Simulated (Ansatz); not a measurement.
Born–Oppenheimer molecular dynamics of AlClH$_{3}$N (6 atoms, charge 0, multiplicity 1). It starts at the highest image of a converged band. Of that band: The profile has 2 maxima (images 2, 6) with wells between them (image 3): this band takes more than one step, which may be the mechanism or a detour left from its start path. Neighbouring images differ by up to 2.1 eV, so the band resolves the path poorly. A vibrational analysis at the climbing image gives one clearly imaginary mode, 1357i cm⁻¹: a first-order saddle point.

Computed with RKS B3LYP-D4/6-31G* (Ansatz).

```yaml
ensemble: NVE (velocity Verlet)
time_step: 0.5 fs
steps_asked: 200
starting_velocities_drawn_for: 100 K
seed: 7470
```

Frames 1 fs apart, positions in Å.

Velocities at 60.0 fs (Å/ps):

```
Al -0.79 9.30 9.49
N 2.80 -0.75 -0.12
H 0.16 -14.46 10.19
H -10.92 -17.94 -49.69
H 57.32 -100.25 -109.99
Cl -1.83 -3.01 -2.92
```

```xyz
6
Properties=species:S:1:pos:R:3 time_fs=60.0 energy_less_start_eV=-1.738 T=3461
Al 0.431 0.420 -0.176
N 1.007 0.211 1.514
H 0.119 0.382 2.034
H 1.277 -0.663 1.991
H 1.564 1.388 -0.606
Cl -1.620 -0.008 -0.523
6
Properties=species:S:1:pos:R:3 time_fs=61.0 energy_less_start_eV=-1.873 T=3722
Al 0.430 0.429 -0.167
N 1.009 0.210 1.514
H 0.121 0.368 2.045
H 1.268 -0.679 1.939
H 1.621 1.289 -0.723
Cl -1.622 -0.011 -0.526
6
Properties=species:S:1:pos:R:3 time_fs=62.0 energy_less_start_eV=-1.984 T=3936
Al 0.430 0.439 -0.157
N 1.010 0.209 1.516
H 0.129 0.356 2.055
H 1.265 -0.697 1.885
H 1.674 1.190 -0.849
Cl -1.624 -0.013 -0.529
6
Properties=species:S:1:pos:R:3 time_fs=63.0 energy_less_start_eV=-2.045 T=4053
Al 0.430 0.448 -0.147
N 1.010 0.207 1.518
H 0.142 0.346 2.066
H 1.268 -0.718 1.829
H 1.719 1.089 -0.983
Cl -1.625 -0.016 -0.532
6
Properties=species:S:1:pos:R:3 time_fs=64.0 energy_less_start_eV=-2.042 T=4046
Al 0.430 0.458 -0.138
N 1.010 0.206 1.520
H 0.158 0.337 2.079
H 1.277 -0.742 1.774
H 1.753 0.985 -1.117
Cl -1.627 -0.019 -0.535
6
Properties=species:S:1:pos:R:3 time_fs=65.0 energy_less_start_eV=-1.973 T=3913
Al 0.431 0.468 -0.129
N 1.008 0.204 1.523
H 0.177 0.330 2.096
H 1.292 -0.767 1.718
H 1.771 0.877 -1.249
Cl -1.628 -0.022 -0.538
6
Properties=species:S:1:pos:R:3 time_fs=66.0 energy_less_start_eV=-1.859 T=3694
Al 0.432 0.477 -0.120
N 1.006 0.202 1.527
H 0.195 0.322 2.120
H 1.308 -0.788 1.662
H 1.773 0.766 -1.372
Cl -1.630 -0.025 -0.541
6
Properties=species:S:1:pos:R:3 time_fs=67.0 energy_less_start_eV=-1.728 T=3441
Al 0.434 0.487 -0.113
N 1.004 0.199 1.531
H 0.212 0.314 2.151
H 1.325 -0.799 1.606
H 1.758 0.652 -1.483
Cl -1.631 -0.027 -0.545
6
Properties=species:S:1:pos:R:3 time_fs=68.0 energy_less_start_eV=-1.599 T=3191
Al 0.436 0.497 -0.107
N 1.003 0.196 1.535
H 0.229 0.304 2.188
H 1.341 -0.800 1.552
H 1.726 0.539 -1.579
Cl -1.632 -0.029 -0.548
6
Properties=species:S:1:pos:R:3 time_fs=69.0 energy_less_start_eV=-1.481 T=2964
Al 0.439 0.506 -0.101
N 1.002 0.192 1.540
H 0.247 0.291 2.228
H 1.355 -0.789 1.503
H 1.677 0.427 -1.658
Cl -1.633 -0.032 -0.551
6
Properties=species:S:1:pos:R:3 time_fs=70.0 energy_less_start_eV=-1.380 T=2769
Al 0.441 0.515 -0.097
N 1.000 0.187 1.544
H 0.270 0.274 2.270
H 1.367 -0.771 1.459
H 1.613 0.318 -1.717
Cl -1.634 -0.034 -0.555
6
Properties=species:S:1:pos:R:3 time_fs=71.0 energy_less_start_eV=-1.302 T=2618
Al 0.444 0.523 -0.094
N 0.999 0.183 1.549
H 0.299 0.253 2.308
H 1.379 -0.750 1.423
H 1.535 0.214 -1.755
Cl -1.634 -0.036 -0.558
```

Of the whole run (100 fs, mean temperature of the second half 2556 K): The conserved energy stayed within 0.39 meV per atom of its start (net change -0.14 meV per atom), so the integration is sound. The system heated up, since it started high on the potential surface and ran downhill. A run of 0.1 ps of so small a system gives no equilibrium averages. The orbitals stay closed-shell, which can raise the energy where a bond breaks towards radicals; this wasn't checked here.

Run time: 6.6 min on 1 thread of Arm Neoverse V1, on a shared host, peak memory 0.11 GiB.
